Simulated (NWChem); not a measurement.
## acetylene (C2H2)

SMILES: C#C
```xyz
4

C      0.0000     0.0000    -0.6043
C      0.0000     0.0000     0.6043
H      0.0000     0.0000    -1.6792
H      0.0000     0.0000     1.6792
```
Charge 0, spin multiplicity 1.

All runs are NWChem calculations. Structure: optimised with PBE0/def2-SVP, a minimum by its harmonic frequencies.

The correlated methods keep 2 core orbitals frozen.

Worked example. A B2PLYP run in STO-3G ends its self-consistent part (53 % exact exchange, 47 % B88, 73 % LYP) at -76.18497 Ha, and second-order perturbation theory on those orbitals gives -0.19830 Ha unscaled.

The perturbative term enters with the weight 0.27: -76.18497 + 0.27·(-0.19830) = -76.23851 Ha is the total energy.
